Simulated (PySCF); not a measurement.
Ionising NaS

UHF; basis Na jorge-DZP-DKH, S jorge-DZP-DKH; spin-free X2C with a Gaussian nucleus; PySCF 2.14. Neutral (UHF): doublet (π ↑), Re = 2.524 Å, ωe = 330 cm⁻¹, De = 1.41 eV, HOMO -7.36 eV, LUMO -0.30 eV.

NaS⁺ (UHF): triplet (π ↑↑), Re = 2.951 Å, ωe = 156 cm⁻¹, De = 0.47 eV to Na⁺ + S. The energies at the minima are -560.68524 hartree for NaS and -560.46847 for NaS⁺.

(1) Work out the adiabatic ionisation energy, without and with harmonic zero-point energies (1 hartree = 27.2114 eV, 1 eV = 8065.5 cm⁻¹), and the change of the bond length.

For an ion De counts to the pair picked by the measured ionisation energies or electron affinities, which need not be the lowest pair at this level. Hartree–Fock leaves out correlation, which carries a large part of most bond energies and some tenths to 1 eV of ionisation energies. States were picked by a PBE0 search and need not be the measured ground states.

Results:

(1) At UHF: 0.21677 hartree = 5.899 eV between the minima; the zero-point term (156.0 − 330.0)/2 cm⁻¹ = -0.011 eV makes it 5.888 eV. Re changes by +42.7 pm against the neutral. The electron leaves a π orbital, and the ion is left as a loose complex of an ion and an atom.
